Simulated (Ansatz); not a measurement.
Geometry optimisation, RKS PBE0-D4/def2-SVP (Ansatz 0.2.0).

Input:

```yaml
crystal:
  periodic: [false, false, false]
  atoms:
    - { symbol: C, position_ang: [-0.05571, 1.08758, -0.85767] }
    - { symbol: C, position_ang: [0.19861, -0.40053, -0.57757] }
    - { symbol: Al, position_ang: [0.13969, -1.09556, 1.18729] }
    - { symbol: H, position_ang: [-1.09283, 1.43683, -0.71863] }
    - { symbol: H, position_ang: [0.20393, 1.33305, -1.90172] }
    - { symbol: H, position_ang: [0.57208, 1.71445, -0.2155] }
    - { symbol: H, position_ang: [-0.49079, -0.98429, -1.23896] }
    - { symbol: H, position_ang: [1.27506, -2.1032, 1.75043] }
    - { symbol: H, position_ang: [-0.75004, -0.98833, 2.57234] }
total_charge: -1
basis:
  gaussian: { orbitals: def2-SVP }
hamiltonian:
  xc: pbe0
  dispersion: d4
relax:
  f_tol: 0.02
  max_steps: 50
```

Launched with:

```bash
$ ansatz run input.yaml --threads 1 --pin off --max-ram 2048MiB --backend cpu --events-out ev --progress --plain --runs-dir out
```

Q: Where does it end, and by what steps?

A: It converged. Limits of this set-up: an anion without diffuse functions, the dipole of an ion depends on the origin. After 12 steps the energy has fallen by 1.230 eV; H9 moved furthest, 1.22 Å.

```json
{"step": "0", "energy less start (eV)": "0.0000", "largest force component (eV/Å)": "0.917", "accepted": "yes"}
{"step": "1", "energy less start (eV)": "-0.3526", "largest force component (eV/Å)": "1.033", "accepted": "yes"}
{"step": "2", "energy less start (eV)": "-0.5858", "largest force component (eV/Å)": "1.189", "accepted": "yes"}
{"step": "3", "energy less start (eV)": "-0.8417", "largest force component (eV/Å)": "1.109", "accepted": "yes"}
{"step": "4", "energy less start (eV)": "-1.0311", "largest force component (eV/Å)": "0.751", "accepted": "yes"}
{"step": "5", "energy less start (eV)": "-1.1269", "largest force component (eV/Å)": "0.422", "accepted": "yes"}
{"step": "6", "energy less start (eV)": "-1.1849", "largest force component (eV/Å)": "0.225", "accepted": "yes"}
{"step": "7", "energy less start (eV)": "-1.2214", "largest force component (eV/Å)": "0.187", "accepted": "yes"}
{"step": "8", "energy less start (eV)": "-1.2174", "largest force component (eV/Å)": "0.394", "accepted": "no"}
{"step": "9", "energy less start (eV)": "-1.2284", "largest force component (eV/Å)": "0.042", "accepted": "yes"}
{"step": "10", "energy less start (eV)": "-1.2297", "largest force component (eV/Å)": "0.033", "accepted": "yes"}
{"step": "11", "energy less start (eV)": "-1.2297", "largest force component (eV/Å)": "0.022", "accepted": "no"}
{"step": "12", "energy less start (eV)": "-1.2298", "largest force component (eV/Å)": "0.009", "accepted": "yes"}
```

```xyz
9
Properties=species:S:1:pos:R:3
C -0.228 1.062 -0.816
C 0.026 -0.369 -0.430
Al 0.268 -1.118 1.239
H -1.195 1.227 -1.347
H 0.541 1.493 -1.500
H -0.253 1.732 0.064
H 0.066 -1.043 -1.306
H 0.536 -2.715 1.461
H 0.238 -0.268 2.636
```

Run time: 30 s on 1 thread of Arm Neoverse V2, with other jobs on the host, peak memory 0.14 GiB.
